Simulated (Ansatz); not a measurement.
Geometry optimisation, Ansatz, UKS PBE0/def2-SVP.

input.yaml

```yaml
crystal:
  periodic: [false, false, false]
  atoms:
    - { symbol: Si, position_ang: [-1.492145, 0.009368, -0.107905] }
    - { symbol: Si, position_ang: [0.437616, 0.945557, -0.82002] }
    - { symbol: H, position_ang: [-1.697772, -1.365109, -0.654262] }
    - { symbol: H, position_ang: [-1.601198, -0.016921, 1.381328] }
    - { symbol: H, position_ang: [-2.62889, 0.851712, -0.609731] }
    - { symbol: H, position_ang: [1.880172, -1.022058, 0.395912] }
    - { symbol: S, position_ang: [1.133543, -1.864495, 1.152188] }
    - { symbol: H, position_ang: [0.173341, 2.135191, -1.690944] }
    - { symbol: H, position_ang: [1.264425, -0.006906, -1.62531] }
    - { symbol: H, position_ang: [1.272778, 1.421173, 0.329561] }
    - { symbol: H, position_ang: [1.25813, -1.087413, 2.248983] }
magnetization:
  spin_polarized: true
basis:
  gaussian: { orbitals: def2-SVP }
hamiltonian:
  xc: pbe0
relax:
  f_tol: 0.03
  max_steps: 50
output:
  orbitals: {}
```

Command:

```bash
$ ansatz run input.yaml --threads 2 --pin off --max-ram 3072MiB --backend cpu --events-out ev --progress --plain --runs-dir out
```

Question: Where does it end, and by what steps?

Answer: It converged. After 5 steps the energy has fallen by 0.118 eV; H6 moved furthest, 0.69 Å.

```
step  energy less start (eV)  largest force component (eV/Å)  accepted
   0                  0.0000                           1.170       yes
   1                 -0.0889                           0.231       yes
   2                 -0.1008                           0.181       yes
   3                 -0.1067                           0.245       yes
   4                 -0.1118                           0.248       yes
   5                 -0.1177                           0.015       yes
```

```xyz
11
Properties=species:S:1:pos:R:3
Si -1.603 0.050 -0.142
Si 0.408 1.032 -0.872
H -1.751 -1.337 -0.675
H -1.667 0.015 1.352
H -2.760 0.866 -0.633
H 2.336 -1.479 0.652
S 1.161 -1.875 1.186
H 0.115 2.233 -1.717
H 1.212 0.078 -1.697
H 1.240 1.483 0.287
H 1.310 -1.068 2.258
```

Time of the run: 17 s on 2 threads of Arm Neoverse V2, on a shared host, peak memory 0.27 GiB.
